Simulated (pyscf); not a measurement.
`[SiH3][GeH2][SiH3]` → `[SiH2]=[GeH][SiH3]` + `[H][H]`, an elimination (singlet surface; H–Si, Ge–H broken, H–H formed). Structures and frequencies: ωB97X-D3(BJ)/def2-SVP in PySCF. Energies in eV from the reactant's lowest minimum found.

Small-basis levels: PySCF, no dispersion term, spherical d functions. 

Question: Quick B3LYP/6-31G*+LANL2DZ single points give ΔE‡ = 3.39 eV and ΔE = +1.91 eV. What does ωB97M-D3(BJ)/def2-TZVP give, and how far is the quick result from it?

Answer: ωB97M-D3(BJ)/def2-TZVP gives ΔE‡ = 3.08 eV and ΔE = +2.06 eV. B3LYP/6-31G*+LANL2DZ lies 0.31 eV over it in the barrier and 0.15 eV under it in the reaction energy, so on this step it does not hold to within 0.13 eV. ωB97M-D3(BJ)/def2-TZVP has limits of its own. At the saddle there is also a short H–Si contact that neither side keeps. The same reactants have a lower exit, to SiH₄ + H₃Si–GeH: [singlet] (highest point, the separated products, at +1.80 eV at ωB97M-D3(BJ)/def2-TZVP, against +3.08 eV here). H₂Si=GeH–SiH₃ may be a fragile minimum: a first optimisation, from another start, lost the drawn bonds. H₂Si=GeH–SiH₃ lies 0.27 eV over its isomer H₃Si–Ge:–SiH₃ [singlet] (electronic energy, ωB97M-D3(BJ)/def2-TZVP). One saddle was located; it need not be the lowest between these sides. In the def2 sets elements up to Kr have no core potential.
